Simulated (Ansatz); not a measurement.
CaO3: from a trial structure to a relaxed crystal

Theory: Ansatz, DFT PBE, scalar-relativistic, plane waves, PAW. Cutoff 420 eV, Γ-centred k mesh, Gaussian smearing, collinear spin, first started from parallel moments.

CaO3 was placed on the Ni3Sn (D0_19) structure type (P6_3/mmc, No. 194), with Ca in place of Sn, O in place of Ni, at a guessed volume.

```
CELL_PARAMETERS angstrom
5.29454 0.00000 0.00000
-2.64727 4.58521 0.00000
0.00000 0.00000 4.24969
ATOMIC_POSITIONS crystal
Ca 0.33333 0.66667 0.25000
Ca 0.66667 0.33333 0.75000
O 0.83300 0.66600 0.25000
O 0.16700 0.83300 0.75000
O 0.33400 0.16700 0.25000
O 0.16700 0.33400 0.75000
O 0.83300 0.16700 0.25000
O 0.66600 0.83300 0.75000
```

Steps on the 6×6×4 mesh (8 atoms). 10 of 11 steps are shown, and the free energy counts from the last. Trial steps that were taken back and renewals of the plane-wave basis can be among the rows.

| step | ΔF (meV/atom) | V (Å³/atom) | P (GPa) | largest force component (eV/Å) |
| --- | --- | --- | --- | --- |
| 1 | 166.0 | 12.90 | -6.83 | 0.540 |
| 2 | 103.4 | 11.62 | 3.13 | 0.234 |
| 3 | 62.7 | 12.33 | -1.97 | 0.805 |
| 4 | 91.0 | 12.31 | 9.37 | 2.818 |
| 5 | 28.0 | 12.40 | -2.43 | 0.896 |
| 6 | 4.5 | 12.46 | -0.44 | 0.271 |
| 7 | 3.5 | 12.55 | 0.67 | 0.163 |
| 8 | 2.9 | 12.62 | 0.10 | 0.007 |
| 9 | 0.4 | 12.62 | 0.28 | 0.007 |
| 11 | 0.0 | 12.62 | -0.08 | 0.000 |

A final relaxation ran on a 12×12×8 mesh. The relaxed crystal, P6_3/mmc (No. 194):

```
Ca O
1.0
     5.07473    0.00000    0.00000
    -2.53737    4.39485    0.00000
     0.00000    0.00000    4.51966
Ca O
2 6
Direct
  0.33333 0.66667 0.25000
  0.66667 0.33333 0.75000
  0.79052 0.58104 0.25000
  0.20948 0.79052 0.75000
  0.41896 0.20948 0.25000
  0.20948 0.41896 0.75000
  0.79052 0.20948 0.25000
  0.58104 0.79052 0.75000
```

For CaO3, the volume per atom is 12.60 Å³, the density is 2.90 g/cm³ and the energy over the elements is -0.60 eV/atom. The gap on the 12×12×8 mesh is 0 eV (a metal) and the net moment per atom is 0.50 μB. The largest site moment is 0.57 μB.

The zero of energy is the elements' standard structures at the same level (O₂ as a molecule); no fitted shifts are applied.

The final run used a 12×12×8 mesh on its 8-atom cell and 0.10 eV smearing. The k mesh leaves about 4 meV/atom of noise in metals.

A structure relaxed within its symmetry needn't be a true minimum.

Cost: 2 runs of about 4.7 core-minutes in all, on Arm Neoverse V2 (shared hosts).